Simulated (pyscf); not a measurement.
H₂C=S + H₂S -> S=CH–SH + hydrogen (H₂), a four-centre exchange (singlet surface; C–H, H–S broken, C–S, H–H formed). Optimised with ωB97X-D3(BJ)/def2-SVP in PySCF. Energies in kJ/mol from the separated reactants.

Small-basis levels: PySCF, no dispersion term, spherical d functions. 

Problem. Quick HF/6-31G* single points give ΔE‡ = 407.2 kJ/mol and ΔE = +52.6 kJ/mol. What does ωB97M-D3(BJ)/def2-TZVP give, and how far is the quick result from it?

Solution. ωB97M-D3(BJ)/def2-TZVP gives ΔE‡ = 276.4 kJ/mol and ΔE = +24.6 kJ/mol. HF/6-31G* lies 130.8 kJ/mol over it in the barrier and 28.0 kJ/mol over it in the reaction energy, so on this step it does not hold to within 12.6 kJ/mol. ωB97M-D3(BJ)/def2-TZVP has limits of its own. The same reactants have a lower exit, to HS–CH₂–SH (barrier +111.5 kJ/mol at ωB97M-D3(BJ)/def2-TZVP, against +276.4 kJ/mol here). This is the saddle that the search found; another between the same sides may lie lower.
